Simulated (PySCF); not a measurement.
A search over the determinants of AlF

Unrestricted PBE0; basis Al def2-SVPD, F def2-SVPD; no relativity; PySCF 2.14. Outer shells of the fragments: Al 3s2 3p1; F 2s2 2p5.

Followed along the bond (rough minima from three points):

| 2Ms+1 | unpaired | ⟨S²⟩ at the start | R at minimum (Å) | Te (eV) |
| --- | --- | --- | --- | --- |
| 1 | none | 0.00 | 1.70 | 0.00 |
| 3 | σ ↑, π ↑ | 2.00 | 1.70 | 3.14 |

Solutions found at the starting distance of 1.810 Å, counted from the lowest of them; the search is not exhaustive and high or unbound solutions are not listed, so other states can lie among these:

```tsv
2Ms+1	unpaired	term	E (eV)	⟨S²⟩	⟨Lz²⟩	μ (D)
1	none	¹Σ⁺	0.00	0.00	0.00	-2.31
3	σ ↑, π ↑	³Π	3.16	2.00	1.00	-2.66
1	σ ↓, π ↑	mixed	4.02	1.00	1.01	-2.39
3	σ ↑↑	³Σ⁺	5.31	2.00	0.00	-1.85
3	π ↑↑	mixed	7.98	2.01	2.02	2.63
3	σ ↑, δ ↑	³Δ	8.01	2.00	4.00	-3.08
```

A term symbol is given only where ⟨S²⟩ and ⟨Lz²⟩ are close to those of a pure state; real π, δ and φ orbitals otherwise mix terms. A positive dipole means Al(−)F(+).

Counting both spins, an empty level lies below a filled one in some of these solutions, because spin and occupation are held.
